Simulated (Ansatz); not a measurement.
hcp Hf, treated with PBEsol (PAW; Ansatz, a program for electronic structure).

Numerical settings: plane-wave cutoff 520 eV, 16×16×10 k mesh (along the axes of the cell as run), Fermi–Dirac smearing 0.1 eV, perturbation theory, force constants from a 4×4×2 q mesh, scalar-relativistic PAW data made under PBE.

Task: What does this level give for the zero-point energy?

Result: 
zero-point energy: 0.019 eV/atom

Spin–orbit coupling is not included.

Computing time: roughly 25 core-minutes.
